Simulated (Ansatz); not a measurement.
Two members of one family (H2Sn), computed with Ansatz in the gas phase. The two geometries come from different levels. Binding counts from free atoms in the multiplicity of their measured ground term, without zero-point energy. The structures are stationary points that may keep the symmetry of their start.

First: H2S4 (singlet, charge 0, PBE0-D4/def2-SVP geometry).

```xyz
6

S     2.2890    0.4775    0.0932
S     0.7676    0.1915   -1.2806
S    -0.3920   -1.3686   -0.5637
S    -1.6630   -0.5425    0.8512
H     1.6239    1.3454    0.8954
H    -2.6255   -0.1033    0.0046
```

| level | HOMO (eV) | LUMO (eV) | gap (eV) | binding per atom (eV) |
| --- | --- | --- | --- | --- |
| LDA (SPW92)/def2-TZVP | -6.26 | -2.58 | 3.68 | 3.31 |
| PBE-D4/def2-SVP | -6.00 | -2.18 | 3.82 | 2.73 |
| PBE0-D4/def2-SVP | -7.27 | -1.32 | 5.95 | 2.60 |
| PBE0-D4/def2-TZVP | -7.32 | -1.47 | 5.85 | 2.71 |
| ωB97M-V/def2-TZVP | -9.42 | 0.61 | 10.03 | 2.73 |

Second: H2S5 (singlet, charge 0, PBE-D4/def2-SVP geometry).

Cartesian coordinates in Å:
```
S 1.6173 0.4527 1.2897
S 0.5406 1.8286 0.1309
S -1.4158 1.0958 -0.0661
S -1.4239 -0.1864 -1.7280
S -0.9605 -2.1021 -1.0269
H 1.2417 0.9084 2.5247
H 0.4006 -1.9970 -1.1244
```

Problem. What does the change do? Estimate second minus first.

Solution. 
```json
{"level": "LDA (SPW92)/def2-TZVP", "Δ HOMO (eV)": "0.01", "Δ LUMO (eV)": "-0.29", "Δ gap (eV)": "-0.30", "Δ binding per atom (eV)": "0.05"}
{"level": "PBE-D4/def2-SVP", "Δ HOMO (eV)": "-0.03", "Δ LUMO (eV)": "-0.34", "Δ gap (eV)": "-0.31", "Δ binding per atom (eV)": "0.04"}
{"level": "PBE0-D4/def2-SVP", "Δ HOMO (eV)": "-0.02", "Δ LUMO (eV)": "-0.38", "Δ gap (eV)": "-0.36", "Δ binding per atom (eV)": "0.01"}
{"level": "PBE0-D4/def2-TZVP", "Δ HOMO (eV)": "0.01", "Δ LUMO (eV)": "-0.32", "Δ gap (eV)": "-0.33", "Δ binding per atom (eV)": "0.02"}
{"level": "ωB97M-V/def2-TZVP", "Δ HOMO (eV)": "0.05", "Δ LUMO (eV)": "-0.33", "Δ gap (eV)": "-0.38", "Δ binding per atom (eV)": "0.01"}
```
